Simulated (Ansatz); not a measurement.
Mulliken charges of CH$_{4}$BO (`CB[O]`) radical from PBE/def2-TZVPP in Ansatz (PBE0-D4/def2-TZVP geometry).

```csv
atom,x (Å),y (Å),z (Å),charge (e)
C1,-0.582,0.348,-0.185,-0.332
B2,0.723,-0.464,0.194,0.095
O3,1.057,-1.608,-0.298,-0.126
H4,-1.193,-0.167,-0.925,0.116
H5,-0.287,1.328,-0.567,0.117
H6,-1.167,0.515,0.723,0.117
H7,1.511,-0.021,1.011,0.013
```

Q: By hand: the dipole of these point charges (1 e Å = 4.8032 D).

A: Σ q r = (-0.160, 0.239, 0.041) e Å, of length 0.291 e Å = 1.40 D.

Q: How does the dipole of the full density compare? (Best estimate.)

A: The calculation gave: (-0.222, 0.396, 0.098) e Å, 2.23 D; the point charges give 0.63 times that, at 6° from its direction.

Point charges leave out the atoms' own dipoles, such as those of lone pairs, and Mulliken's split depends on the basis, so the two needn't agree.
